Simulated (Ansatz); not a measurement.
A structure relaxed at PBE-D4/def2-TZVP in Ansatz, charge 0, doublet:

Cartesian coordinates in Å:
```
Mg -0.9050 0.9145 -1.3387
Mg -0.8823 -1.5626 0.3349
Mg 1.4708 0.0985 1.1324
H 2.7749 1.1937 1.4492
H -0.7486 2.4002 -2.2154
H -1.7098 -3.0444 0.6377
```

Give its formula and point group.

the cluster Mg₃H₃. Point group C2v (tolerance 0.1 Å).

Summarise the bond lengths by kind (pairs closer than 1.2 times the sum of covalent radii, bridged metal pairs left out).

2 × Mg–Mg 2.99 Å; 3 × H–Mg 1.72 to 1.73 Å.

The relaxation made no stability test and no search for a lower SCF solution. Another isomer (doublet) lies 0.92 eV lower at PBE0-D4/def2-TZVP; other spin states weren't run for this one.
